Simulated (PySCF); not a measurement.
A species of formula C4H7Cl has this rotational fingerprint, computed with PBE0/pcSseg-1 in PySCF (dipole) on a GFN2-xTB geometry, gas phase:

| Item | Value |
| --- | --- |
| Rotational constants | A = 4981, B = 3404, C = 2074 MHz |
| Dipole components | \|μa\| = 0.75 D, \|μb\| = 1.51 D, \|μc\| = 0.00 D |
| Inertial defect | -6.24 u·Å² |
| κ | -0.08 |

**Question.** Which candidate fits, each taken in the one conformer that was computed?
A. `C/C=C(/C)Cl`
B. `[CH3:1][CH2:2]/[CH:3]=[CH:4]\[Cl:5]` with C1–C2–C3–C4 116°

**Answer.** A. It is C/C=C(/C)Cl, an asymmetric top, point group Cs. The candidates at the same level (rigid rotor, commonest isotopes):

```
     SMILES  A (MHz)  B (MHz)  C (MHz)  μa (D)  μb (D)  μc (D)  Δ (u·Å²)  point group                        rotor
C/C=C(/C)Cl     4981     3404     2074    0.75    1.51    0.00     -6.24           Cs               asymmetric top
  CC/C=C\Cl     8955     2008     1785    1.39    0.90    0.03    -25.01           C1  near-prolate asymmetric top
```

`CC/C=C\Cl` has A 80 % too high. In the right answer the mirror of this Cs structure is the ab plane, so μc vanishes by symmetry. No structure here is proved a minimum.
